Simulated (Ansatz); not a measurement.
I need a polarisability from point charges of C₃H₅Cl, SMILES CC=CCl. Use the Ansatz DFT code, driven from Python. Settings (for the species named): PBE0, def2-SVPD basis, multiplicity 1.

```xyz
9

C     0.0869    1.1521    0.0560
C    -0.2864   -0.2293    0.3563
C     0.1321   -1.2599   -0.3726
Cl   -0.1464   -2.8751    0.0210
H    -0.8820    1.7476   -0.1619
H     0.6807    1.3077   -0.8383
H     0.5793    1.6608    0.8967
H    -0.8800   -0.3857    1.2150
H     0.8043   -1.1644   -1.1894
```

Script `run_field.py`:
```python
"""Response of C3H5Cl to a pair of distant point charges."""

import ansatz as az
import numpy as np

GEOMETRY = """
C     0.08690    1.15210    0.05600
C    -0.28640   -0.22930    0.35630
C     0.13210   -1.25990   -0.37260
Cl   -0.14640   -2.87510    0.02100
H    -0.88200    1.74760   -0.16190
H     0.68070    1.30770   -0.83830
H     0.57930    1.66080    0.89670
H    -0.88000   -0.38570    1.21500
H     0.80430   -1.16440   -1.18940
"""

system = az.Crystal.molecule()
for line in GEOMETRY.strip().splitlines():
    symbol, *xyz = line.split()
    system = system.atom(symbol, [float(v) for v in xyz])

calc = (
    system.calculation()
    .basis(gaussian="def2-SVPD")
    .functional("pbe0")
    .forces()
)
# charges +q and -q at -R and +R make a nearly even field 2 k q / R^2 at the centre
centre = np.mean([site.position_ang for site in system.cartesian_sites], axis=0)
field = 2 * 14.399645 * 2.0 / 30.0 ** 2


def dipole(axis, sign):
    arm = 30.0 * np.eye(3)[axis]
    pair = [{"charge": sign * 2.0, "position_ang": (centre - arm).tolist()}, {"charge": -sign * 2.0, "position_ang": (centre + arm).tolist()}]
    deck = calc.input().set(az.key.basis.gaussian.point_charges, pair)
    return np.array(az.Session.from_dict(deck).plan().execute().report["charge_distribution"]["dipole_moment_e_ang"])


print(f"field {field:.4f} V/A")
alpha = np.array([(dipole(axis, 1) - dipole(axis, -1)) / (2 * field) * 14.399645 for axis in range(3)])
print("polarisability tensor (A^3)")
print(np.array2string(alpha, precision=3, suppress_small=True))
print(f"mean {np.trace(alpha) / 3:.3f} A^3 = {np.trace(alpha) / 3 / 0.14818471:.2f} bohr^3")
```

```console
$ python run_field.py
field 0.0640 V/A
polarisability tensor (A^3)
[[ 6.08  -0.194 -0.429]
 [-0.191 11.275  0.563]
 [-0.43   0.561  6.418]]
mean 7.924 A^3 = 53.48 bohr^3
```

The geometry is a force-field or estimated start, not a minimum of this method, and the basis set is short of its limit. The field of two point charges is only nearly even. Wall time of the script: 29 s on 1 thread of Arm Neoverse V1 (shared host), peak memory 0.32 GiB.
